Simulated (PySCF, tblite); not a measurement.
Breaking a bond: Na₂, singlet.

GFN2-xTB, 300 K electronic temperature (tblite); UCCSD(T) = CCSD(T) on UHF/6-31G, 2 core orbitals frozen run with PySCF.

Energies relative to the lowest point of each curve near equilibrium, in mEh; the last columns give the difference from UCCSD(T):

```tsv
R / Å	GFN2-xTB	UCCSD(T)	GFN2-xTB − UCCSD(T)
2.34	14.0	20.1	-6.1
2.48	4.7	13.0	-8.3
2.64	0.4	7.1	-6.6
2.77	0.0	3.8	-3.8
2.95	1.9	1.1	0.8
3.04	3.5	0.4	3.1
3.10	4.7	0.1	4.6
3.22	7.5	0.0	7.5
3.27	8.7	0.1	8.6
3.38	11.5	0.5	10.9
3.56	16.2	1.8	14.3
3.84	21.9	4.7	17.3
4.18	29.3	8.6	20.7
4.62	40.0	13.2	26.8
5.16	51.2	17.3	34.0
5.63	59.0	19.4	39.6
6.26	66.5	21.1	45.4
6.79	70.6	21.7	48.9
7.56	74.4	22.0	52.3
8.46	76.8	22.2	54.6
9.42	78.1	22.3	55.8
```

GFN2-xTB is furthest from UCCSD(T) at 9.42 (55.8 mEh, above); its mean absolute difference over the points is 22.4 mEh.

The unrestricted determinant behind UCCSD(T) is spin-contaminated at 2.34 to 9.42 Å (<S²> up to 1.0, against 0.00 for a pure singlet).
